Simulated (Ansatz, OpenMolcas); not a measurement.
# SiNH5 (SMILES [SiH3]N): methods side by side

SiNH5: 7 atoms, total charge 0, spin state singlet. SMILES: `[SiH3]N`. The shape is that of a PBE0-D4/def2-TZVP optimisation.

```xyz
7

Si   -0.4130   -0.2927   -0.4224
N     0.6118    0.3487    0.8013
H    -0.0183   -1.7063   -0.6533
H    -1.8132   -0.2171    0.0689
H    -0.3679    0.4027   -1.7440
H     0.3916    1.2382    1.2195
H     1.6091    0.2265    0.7299
```

Each level gives the HOMO–LUMO gap (eV). The values are calculated.

```
           level                    kind     program  value (eV)  CPU time
    HF/def2-TZVP            Hartree–Fock      Ansatz       13.98     1.9 s
 SVWN5/def2-TZVP                     LDA      Ansatz        5.45     2.9 s
  BLYP/def2-TZVP                     GGA      Ansatz        5.46       4 s
r2SCAN/def2-TZVP                meta-GGA  OpenMolcas        6.40      48 s
 B3LYP/def2-TZVP           global hybrid  OpenMolcas        7.25      34 s
 BHLYP/def2-TZVP           global hybrid  OpenMolcas        9.82      34 s
 HSE06/def2-TZVP  range-separated hybrid      Ansatz        6.99     4.7 s
B2PLYP/def2-TZVP           double hybrid      Ansatz       10.04       6 s
```

The values span 5.45 to 13.98 eV. Orbital gaps aren't excitation energies, and those of double hybrids come from the SCF part alone; they tend to grow with the share of exact exchange. CPU times are rough (shared hosts, several kinds of processor and program).
